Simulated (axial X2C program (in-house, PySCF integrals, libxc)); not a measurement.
## Nuclear properties of SiOSi

Computed with an axial X2C code built on PySCF integrals: two-component X2C with atomic mean-field Coulomb and Gaunt terms, Gaussian nuclei, basis Si dyall-v3z, O dyall-av3z with contracted cores.

Si–O–Si held linear, with bonds 1.646 and 1.646 Å (near the PBE0 minimum at charge 0 of the determinant lowest at the starting distance; the state shown can have its own minimum elsewhere, held linear; other orders of the atoms were not compared).

Determinant lowest in the PBE0 search, Ω = 1 (⟨Sz⟩ = 1.00, ⟨Lz⟩ = 0.00 at PBE0), spin on the atoms Si 0.56, O -0.13, Si 0.56:

| level | A∥/gI Si (MHz) | qzz Si (a.u.) | A∥/gI O (MHz) | qzz O (a.u.) |
| --- | --- | --- | --- | --- |
| PBE0 | -61.2 | -0.46 | 8.76 | 0.27 |
| HF | -19.2 | -0.57 | -5.98 | 0.11 |
| LDA | -60.3 | -0.42 | -4.32 | 0.27 |

Determinant 0.54 eV from it at PBE0 and this distance, Ω = 1 (⟨Sz⟩ = -1.00, ⟨Lz⟩ = 2.00 at PBE0), spin on the atoms Si -0.53, O 0.07, Si -0.53:

```json
{"level": "PBE0", "A∥/gI Si (MHz)": "278", "qzz Si (a.u.)": "-0.63", "A∥/gI O (MHz)": "91.1", "qzz O (a.u.)": "0.63"}
{"level": "HF", "A∥/gI Si (MHz)": "245", "qzz Si (a.u.)": "-0.74", "A∥/gI O (MHz)": "54", "qzz O (a.u.)": "0.66"}
{"level": "LDA", "A∥/gI Si (MHz)": "278", "qzz Si (a.u.)": "-0.59", "A∥/gI O (MHz)": "117", "qzz O (a.u.)": "0.58"}
```

A∥ (defined per Ω) follows by multiplying with gI = μI/(I μN); qzz is the electric field gradient, eQq0 = 234.96 MHz × Q/barn × qzz. The operators were transformed with the bare-nucleus X2C matrices; with these basis sets, hyperfine constants and field gradients can be off by tens of per cent, and where levels differ in sign neither size nor sign is settled.

The molecule was held linear; bending was not examined, so a bent shape may lie lower.

Each state is one determinant with collinear spin, which with several unpaired electrons need not be a pure state. Unrestricted Hartree–Fock can overshoot spin polarisation at the nuclei. With several open shells hyperfine constants can be off by a factor of several. Open-shell Ω = 0 determinants with evenly filled partner blocks cannot be reached by this program, so the Ω shown need not be the lowest component. At HF a later determinant lies lower. The search compared states at one distance, so a state with another bond length can lie lower. Where a field gradient or hyperfine factor spreads by more than a factor of two over the levels, a constant derived from it is not to be relied on. PBE0 term energies can be off by some tenths of an eV.
